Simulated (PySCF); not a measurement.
Atoms are numbered as in `[CH3:1][Si:2]([CH3:3])([CH3:4])[CH3:5]`; H(Xn) means a hydrogen on atom n.

Geometry: PBE0-D3(BJ)/def2-TZVP; GIAO absolute shieldings from PySCF 2.14.0 with density-fitted response routines, gas phase, non-relativistic, averaged over equivalent atoms.

At PBE0/pcSseg-2 (355 basis functions, 110 s wall time (3.6 min CPU) on 2 threads of an Intel Xeon, shared host):
```
                  atoms  σ (ppm)
            C1/C3/C4/C5    186.0
                    Si2    342.2
H(C1)/H(C3)/H(C4)/H(C5)    31.52
```

Task: Predict the values at wB97X-D/pcSseg-2 on the same geometry.

Result: 
```
                  atoms  σ at wB97X-D/pcSseg-2  change
            C1/C3/C4/C5                  186.3    +0.3
                    Si2                  341.5    -0.7
H(C1)/H(C3)/H(C4)/H(C5)                  31.63   +0.11
```

The largest change is at Si2 (silicon bonded to 4 C). Cost: 355 basis functions, 2.2 min wall time (4.3 min CPU) on 2 threads of an Intel Xeon, shared host.
